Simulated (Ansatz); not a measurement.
Consider the isomerisation: `COC(C)(F)Cl` → `COC(F)CCl`.

Program: Ansatz. Geometries: PBE0-D4/def2-TZVP. ΔE: electronic, gas phase. CBS: MP2 limit from def2 TZ/QZ plus the TZ coupled-cluster correction, frozen cores. Functionals use def2-TZVPP. B3LYP here is the variant with VWN-RPA as its local correlation; programs differ in this. Each species was taken in one conformer, which may not be the lowest.

**Question.** Is it downhill or uphill in electronic energy at CCSD(T)/CBS, and by how much? (Best estimate.)

**Answer.** The calculation gave: Uphill: ΔE = +0.08 eV.

**Question.** What do these levels give: PBE-D4, B3LYP-D4, ωB97X-V, ωB97M-V, PBE, PBE0, MP2/def2-TZVPP, CCSD/def2-TZVPP, CCSD(T)/def2-TZVPP, MP2/def2-QZVPP, HF/CBS(def2), MP2/CBS(def2)? (An estimate is asked.)

**Answer.** The calculation gave: PBE-D4 0.11, B3LYP-D4 0.07, ωB97X-V 0.09, ωB97M-V 0.11, PBE 0.09, PBE0 0.07, MP2/def2-TZVPP 0.10, CCSD/def2-TZVPP 0.05, CCSD(T)/def2-TZVPP 0.08, MP2/def2-QZVPP 0.10, HF/CBS(def2) -0.04, MP2/CBS(def2) 0.11 eV.

Largest T1 diagnostic among the species: 0.011.

In def2-TZVPP, CCSD(T) changes the Hartree–Fock value by +0.12 eV (the triples alone add +0.03 eV) and MP2 by +0.14 eV. The D4 term adds +0.03 eV with B3LYP and +0.02 eV with PBE0; it sums over pairs of atoms, weighted by their polarisabilities, and B3LYP, whose exchange is more repulsive, gets the larger term.
